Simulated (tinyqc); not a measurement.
Pariser-Parr-Pople SCF with singles CI, for the molecule C=C1C=C1 (SMILES; centres numbered as the heavy atoms are written), step by step. One step of it, computed by the program tinyqc.

Task: Singles CI, singlets. Over the 4 single excitations with the smallest orbital gaps: A = (e_a - e_i) delta + 2 (ia|jb) - (ij|ab), with (pq|rs) = sum c_mp c_mq gamma_mn c_nr c_ns. f = 2/3 w |mu|^2 in atomic units, mu = sqrt2 sum c_ia sum_m c_mi c_ma R_m.

orbital energies (eV): -13.951544  -8.282175  -1.240997  0.668964

coefficients:
```
         MO1        MO2        MO3        MO4
1C  0.244924   0.744658   0.000000  -0.620883
2C  0.572655   0.405641   0.000000   0.712405
3C  0.553208  -0.374793   0.707107  -0.231282
4C  0.553208  -0.374793  -0.707107  -0.231282
```

repulsion gamma_rs (eV):
```
           1C         2C         3C         4C
1C  11.130000   5.345539   3.601766   3.601766
2C   5.345539  11.130000   5.346287   5.346287
3C   3.601766   5.346287  11.130000   5.345539
4C   3.601766   5.346287   5.345539  11.130000
```

Centres (angstrom, eV; a flat drawing with bonds scaled to 1.40 angstrom):

| centre | x | y | core charge z | W | gamma_rr |
|---|---|---|---|---|---|
| 1C | 1.656000 | 0.000000 | 1 | 11.160000 | 11.130000 |
| 2C | 0.256000 | 0.000000 | 1 | 11.160000 | 11.130000 |
| 3C | -0.956000 | 0.700000 | 1 | 11.160000 | 11.130000 |
| 4C | -0.956000 | -0.700000 | 1 | 11.160000 | 11.130000 |

Give: singlet CI matrix; singlet excitation energies; oscillator strengths.

Result:

singlet CI matrix (eV):
```
         2>3     2>4      1>3      1>4
2>3   3.4750  0.0000  -0.8815   0.0000
2>4   0.0000  6.2635   0.0000   0.3951
1>3  -0.8815  0.0000   9.2396   0.0000
1>4   0.0000  0.3951   0.0000  10.7115
```

singlet excitation energies (eV): 3.3432  6.2287  9.3714  10.7463

oscillator strengths: 0.0478  0.8110  0.5834  0.0009
